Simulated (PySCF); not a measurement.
Delta-SCF ions had no search for a lower state. 

Cartesian coordinates (Å):
```xyz
5

Si     0.0000     0.0000     0.0000
H     -0.2543    -1.0486    -1.0093
H     -0.6817     1.2473    -0.4031
H      1.4536     0.2438     0.1014
H     -0.5178    -0.4426     1.3112
```
Charge 0, multiplicity 1.

**Question.** What HOMO–LUMO gap, LUMO, HOMO, vertical ionisation energy (Delta-SCF), total energy and dipole moment does CAM-B3LYP-D3(BJ)/def2-TZVP (PySCF) give?

**Answer.** 
```
Item                                         Result
--------------------------------------  -----------
HOMO–LUMO gap                              13.37 eV
LUMO                                        2.05 eV
HOMO                                      -11.32 eV
vertical ionisation energy (Delta-SCF)     12.63 eV
total energy                            -7942.78 eV
dipole moment                             0.000 e·Å
```
